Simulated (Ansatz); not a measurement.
Results of PBEsol (PAW; Ansatz, an electronic-structure program) for hcp Cd.

Settings: plane-wave cutoff 520 eV, 18×18×8 k mesh (along the axes of the cell as run), Fermi–Dirac smearing 0.1 eV, perturbation theory, scalar-relativistic PAW data made under PBE.

The cell has the measured lattice parameters. Conventional cell: a = 2.9789 Å, b = 2.9789 Å, c = 5.6166 Å, α = 90.00°, β = 90.00°, γ = 120.00°.

```yaml
crystal:
  lattice:
    - [2.97890, 0.00000, 0.00000]
    - [-1.48945, 2.57980, 0.00000]
    - [0.00000, 0.00000, 5.61660]
  atoms:
    - { symbol: Cd, position: [0.66667, 0.33333, 0.75000] }
    - { symbol: Cd, position: [0.33333, 0.66667, 0.25000] }
```

Harmonic phonon frequencies (cm⁻¹; i marks an imaginary mode):

| q point | frequencies |
|---|---|
| Γ | ? |
| M | 36 45 71 73 139 145 |
| K | 33 33 109 115 115 120 |

### Question
Complete the blanks.

### Answer

- Γ, frequencies: 0 0 0 35 35 89

No imaginary mode appears at these points.

Note: the cell isn't this level's own, so it is under some stress, which shifts stiffness and frequencies.
